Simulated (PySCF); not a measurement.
**The electron affinity along group 13**

Calculated with PySCF 2.14 from differences of total energies of unrestricted determinants, without spin-orbit coupling. Values in eV. The last column holds reference values (measured affinities from photodetachment; the arrow runs from anion to atom). Unmarked ones compare directly (S terms, centres of terms, or small fine structure); those marked * lie between the lowest fine-structure levels and include a spin-orbit shift.

```tsv
element	configurations	UHF	LDA	PBE	r2SCAN	CCSD (valence)	CCSD(T) (valence)	reference
B (aug-cc-pVTZ-DK, spin-free X2C)	[He] 2s2 2p2 → [He] 2s2 2p1	-0.307	0.729	0.607	0.583	0.166	0.228	0.280
Al (aug-cc-pVTZ-DK, spin-free X2C)	[Ne] 3s2 3p2 → [Ne] 3s2 3p1	0.012	0.635	0.579	0.609	0.370	0.419	0.433 *
Ga (aug-cc-pVTZ-DK, spin-free X2C)	[Ar] 3d10 4s2 4p2 → [Ar] 3d10 4s2 4p1	-0.074	0.539	0.440	0.475	0.262	0.301	0.301 *
In (aug-cc-pVTZ-DK3, spin-free X2C)	[Kr] 4d10 5s2 5p2 → [Kr] 4d10 5s2 5p1	0.076	0.645	0.540	0.571	0.382	0.419	0.384 *
Tl (aug-cc-pVTZ-DK3, spin-free X2C)	[Xe] 4f14 5d10 6s2 6p2 → [Xe] 4f14 5d10 6s2 6p1	-0.011	0.599	0.479	0.478	0.277	0.305	0.320 *
```

The highest occupied level of the anion is positive for B⁻ at LDA, PBE, r2SCAN; Al⁻ at LDA, PBE, r2SCAN; Ga⁻ at LDA, PBE, r2SCAN; In⁻ at LDA, PBE, r2SCAN; Tl⁻ at LDA, PBE, r2SCAN, so there the basis helps to hold the electron.

For Tl a determinant mixes LS terms or the coupling is close to jj, so these rows are model values.

"Valence" correlates the outer s and p shells and, in groups 3 to 12 and the f block, the outer d or f shell, open or full, or the next shell where the ion has no valence electron left; the wider scheme adds the next inner shell.
